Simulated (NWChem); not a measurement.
A series in which one site is exchanged, each optimised at PBE0/def2-SVP with NWChem, gas phase unless a solvent is named. This build's default masses of Se (78.918 u) and Br (79.917 u) are each other's, which moves their modes by up to 0.6 %. Some are not confirmed as minima by frequencies. def2 effective core potentials on Zr; no spin-orbit coupling.

A: [O]=[Zr]=[O] (ZrO2; site = Zr)
B: O=S=O (SO$_{2}$; site = S)
C: O=[Se]=O (SeO2; site = Se)
D: [O]=[Ti]=[O] (TiO2; site = Ti)

Q: Rank them by lowest singlet excitation, PBE/def2-SVPD, TDA (eV), lowest first.

A: A (1.87), D (2.43), C (3.21), B (3.98)
